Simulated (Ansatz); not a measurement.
A nudged elastic band was laid between two geometries of C4H12N2 (18 atoms, charge 0, multiplicity 1).

Computed with RKS PBE-D4/def2-SVP (Ansatz 0.2.0).

```json
{"movable images": "7", "climbing image": "yes", "spring": "5.0 eV/Å²", "optimiser": "quadratic models (default)", "start path": "through a guess of the saddle point", "force threshold": "0.05 eV/Å", "iteration limit": "10", "end points": "relaxed"}
```

Initial state:

```xyz
18
Properties=species:S:1:pos:R:3
C 0.393 -0.564 1.450
C 0.698 -0.066 0.032
C 1.167 -1.210 -0.872
C -0.494 0.706 -0.606
N -1.640 -0.178 -0.757
N -0.851 1.967 0.061
H -0.374 -1.367 1.445
H 1.300 -0.989 1.925
H 0.033 0.253 2.111
H 1.524 0.679 0.110
H 1.462 -0.836 -1.874
H 0.345 -1.938 -1.022
H 2.039 -1.742 -0.439
H -0.167 0.993 -1.633
H -2.415 0.371 -1.153
H -1.967 -0.476 0.173
H -0.051 2.617 0.041
H -1.040 1.790 1.059
```

Final state:

```xyz
18
Properties=species:S:1:pos:R:3
C 0.454 -0.473 1.510
C 0.693 -0.053 0.057
C 1.070 -1.252 -0.822
C -0.509 0.740 -0.541
N -1.711 -0.086 -0.528
N -0.855 1.977 0.149
H -0.426 -1.143 1.581
H 1.336 -1.000 1.927
H 0.257 0.406 2.158
H 1.549 0.661 0.032
H 1.202 -0.955 -1.884
H 0.293 -2.045 -0.781
H 2.019 -1.718 -0.485
H -0.187 1.048 -1.574
H -2.482 0.460 -0.931
H -1.587 -0.914 -1.122
H -0.041 2.602 0.186
H -1.113 1.757 1.121
```

(1) Which bonds break or form, and what moves?

(2) What energy profile does the band end with?

(3) What is the geometry of the highest image?

Results:

(1) No bond is made or broken. The height of N5 over the plane of its neighbours goes from -0.41 to 0.39 Å.

(2) It converged. The highest image is number 5 of 0 to 8, 4.8 kcal/mol above the first end and 4.6 kcal/mol above the last; the last end lies 0.2 kcal/mol above the first. Another band between the same ends (7 images) ends at a top of the same energy, where a vibrational analysis finds 1 clearly imaginary mode.

```json
{"image": "0", "path coordinate (Å)": "0.00", "energy (kcal/mol)": "0.0", "height of N5 over the plane of its neighbours (Å)": "-0.41"}
{"image": "1", "path coordinate (Å)": "0.25", "energy (kcal/mol)": "0.1", "height of N5 over the plane of its neighbours (Å)": "-0.41"}
{"image": "2", "path coordinate (Å)": "0.50", "energy (kcal/mol)": "0.3", "height of N5 over the plane of its neighbours (Å)": "-0.41"}
{"image": "3", "path coordinate (Å)": "0.75", "energy (kcal/mol)": "1.0", "height of N5 over the plane of its neighbours (Å)": "-0.38"}
{"image": "4", "path coordinate (Å)": "1.00", "energy (kcal/mol)": "2.7", "height of N5 over the plane of its neighbours (Å)": "-0.26"}
{"image": "5", "path coordinate (Å)": "1.25", "energy (kcal/mol)": "4.8", "height of N5 over the plane of its neighbours (Å)": "-0.02"}
{"image": "6", "path coordinate (Å)": "1.58", "energy (kcal/mol)": "1.8", "height of N5 over the plane of its neighbours (Å)": "0.29"}
{"image": "7", "path coordinate (Å)": "1.90", "energy (kcal/mol)": "0.4", "height of N5 over the plane of its neighbours (Å)": "0.39"}
{"image": "8", "path coordinate (Å)": "2.23", "energy (kcal/mol)": "0.2", "height of N5 over the plane of its neighbours (Å)": "0.39"}
```

(3) 
```xyz
18
Properties=species:S:1:pos:R:3
C 0.394 -0.503 1.476
C 0.685 -0.057 0.040
C 1.098 -1.235 -0.850
C -0.482 0.765 -0.591
N -1.656 -0.041 -0.694
N -0.818 2.015 0.100
H -0.448 -1.223 1.523
H 1.279 -0.994 1.930
H 0.127 0.361 2.120
H 1.542 0.654 0.073
H 1.293 -0.903 -1.891
H 0.307 -2.013 -0.895
H 2.019 -1.726 -0.472
H -0.098 1.093 -1.597
H -2.525 0.386 -0.997
H -1.663 -1.017 -0.426
H 0.000 2.638 0.134
H -1.091 1.808 1.071
```

The run took 3.2 min on 2 threads of Arm Neoverse V2 (shared host), peak memory 0.2 GiB.
